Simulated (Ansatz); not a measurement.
We consider 1T (CdI2-type) HfS₂, described by rVV10 (plane waves, PAW; Ansatz, a first-principles code).

Run with plane-wave cutoff 500 eV, 12×12×6 k mesh (along the axes of the cell as run), gaussian smearing 0.02 eV, scalar-relativistic PAW data made under PBE.

Computed at the level's own relaxed cell.

### Question
Predict the volume per atom, equilibrium lattice constant a and lattice parameter c.

### Answer

volume per atom: 22.72 Å³/atom
equilibrium lattice constant a: 3.668 Å
lattice parameter c: 5.851 Å

Measured, for comparison: lattice constant a 3.635 Å (temperature not stated, no zero-point or thermal correction; as tabulated in Björkman (2014), arXiv:1406.2436); lattice parameter c 5.83 Å (temperature not stated, zero-point anharmonic expansion removed (computed with revB86b-DF2); no thermal correction; as tabulated in Björkman (2014), arXiv:1406.2436). Computed (rounded) less measured: lattice constant a +0.9 %, lattice parameter c +0.4 %.

Spin–orbit coupling is not included.

The computed numbers hold no vibrational or temperature effects.

Cost on a shared machine: roughly 50 core-seconds.
